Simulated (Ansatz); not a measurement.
## Ansatz (development build ahead of 0.2.0) run

```yaml
crystal:
  periodic: [false, false, false]
  atoms:
    - { symbol: C, position_ang: [-0.37627, 0.8018, -1.74465] }
    - { symbol: F, position_ang: [0.33654, -0.74891, 1.49773] }
    - { symbol: H, position_ang: [-0.15667, 0.07278, -2.48941] }
    - { symbol: H, position_ang: [-1.3717, 0.93053, -1.35075] }
    - { symbol: H, position_ang: [0.46369, 1.28821, -1.32795] }
basis:
  gaussian: { orbitals: def2-SVP }
total_charge: 1
magnetization:
  spin_polarized: true
  initial_magnetization: 1
hamiltonian:
  xc: hf
output:
  forces: true
```

The input is written out in the form of the current development build from the run's settings.

Results

```yaml
Converged: yes
Total_energy: -138.48521 hartree
Spin_squared_of_the_determinant: 0.752
Stability_test: minimum
```

Forces (eV/Å):
| atom | Fx | Fy | Fz |
| --- | --- | --- | --- |
| C1 | -0.272 | -0.816 | 0.470 |
| F2 | -0.012 | 0.030 | -0.062 |
| H3 | -0.167 | -0.542 | -0.932 |
| H4 | -0.396 | 0.281 | -0.050 |
| H5 | 0.848 | 1.046 | 0.573 |
